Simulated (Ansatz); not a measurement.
We consider 1T (CdI2-type) SnSe2, described by PBE-D3(BJ) (PAW; Ansatz, a quantum-chemistry and plane-wave program).

Settings: plane-wave cutoff 500 eV, 12×12×6 k mesh (along the axes of the cell as run), Fermi–Dirac smearing 0.05 eV, scalar-relativistic PAW data made under PBE.

Cell (relaxed at this level):

```cif
data_Se2Sn
_chemical_formula_sum 'Sn1 Se2'
_space_group_name_H-M_alt 'P 1'
_space_group_IT_number 1
_cell_length_a 3.83998
_cell_length_b 3.83998
_cell_length_c 6.00501
_cell_angle_alpha 90.000
_cell_angle_beta 90.000
_cell_angle_gamma 120.000
loop_
_space_group_symop_operation_xyz
  'x, y, z'
loop_
_atom_site_label
_atom_site_type_symbol
_atom_site_fract_x
_atom_site_fract_y
_atom_site_fract_z
_atom_site_occupancy
Sn1 Sn 0.00000 0.00000 0.00000 1
Se1 Se 0.66667 0.33333 0.73464 1
Se2 Se 0.33333 0.66667 0.26536 1
```

### Question
What does this level give for the band gap?

### Answer

* **band gap**: 0.34 eV (on the SCF k mesh)

Measured, for comparison: band gap 0.98 eV (temperature not stated, no zero-point or thermal correction, indirect, our sources range from 0.98 to 1.06; as tabulated in Gonzalez and Oleynik (2016), arXiv:1609.04381).

Spin–orbit coupling is not included.
